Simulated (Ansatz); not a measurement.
# How far each method lies from full CI for PH⁻, doublet

Geometry: that of the PH⁻, quartet, kept fixed.

```xyz
2

P     0.0000    0.0000    0.0000
H     0.0000    0.0000    1.5586
```

Basis 6-31++G** (Cartesian d functions); Ansatz 0.2.0. Only valence electrons are correlated (noble-gas cores frozen), which leaves 7 electrons in 24 orbitals. Prefix R: restricted or restricted open-shell reference; prefix U: unrestricted. Active spaces: valence = (7e, 5o) chosen from the atoms' valence shells.

Full CI is exact within this basis and frozen core; it isn't the basis-set limit. The frozen core follows each run's orbitals, which can shift R against U totals by a few meV.

For open shells CISD and CISDTQ are restricted-active-space CI with the open shells as a complete middle space.

The UHF ⟨S²⟩ is 0.763. The T1 diagnostic (RCCSD) is 0.0210 and the largest doubles amplitude (RCCSD) is 0.090. The T1 diagnostic (UCCSD) is 0.0159.

| level | E − E(full CI) (meV) | share of correlation (%) | wall time |
| --- | --- | --- | --- |
| RHF | 3368 | 0.00 | – |
| UHF | 3286 | 2.46 | – |
| RMP2 | 680 | 79.82 | – |
| UMP2 | 681 | 79.78 | – |
| CISD | 248 | 92.64 | 0.66 s |
| RCCSD | 115 | 96.58 | – |
| UCCSD | 114 | 96.63 | – |
| RCCSD(T) | 23 | 99.31 | 0.69 s |
| UCCSD(T) | 24 | 99.30 | 1.9 s |
| BCCD(T) | 24 | 99.30 | 0.84 s |
| RCCSDT | 4 | 99.88 | – |
| UCCSDT | 4 | 99.88 | – |
| CISDTQ | 7 | 99.79 | 14 s |
| RCCSDT(Q) | 1 | 99.98 | 4 s |
| UCCSDT(Q) | 0 | 99.99 | 5.5 s |
| CASSCF (valence space) | 2844 | 15.56 | – |
| NEVPT2 (valence space) | 770 | 77.14 | 0.3 s |
| MRCISD (valence space) | 189 | 94.39 | – |
| MRCISD+Q (valence space) | 25 | 99.27 | 0.54 s |
| MRCISD+Q(relaxed) (valence space) | 16 | 99.53 | 0.6 s |

The correlation energy at full CI, counted from RHF, is -3.368 eV. That run took 1.7 min on 1 thread of Arm Neoverse V1, shared host over 5,376,630 determinants.

Times hold each run's SCF and search for its determinant on a shared host, so for small cases they say little of a method's own cost; they ran on 1 thread of Arm Neoverse V1.

The full-CI state has the irrep B2 of C2v, in the program's axes (one component, if the state is degenerate).

Natural occupations of full CI about the gap: 1.961 1.939 1.938 0.989 0.048 0.039 0.014 0.014 0.012 0.009; effectively unpaired electrons, Σ n²(2−n)², 1.05.
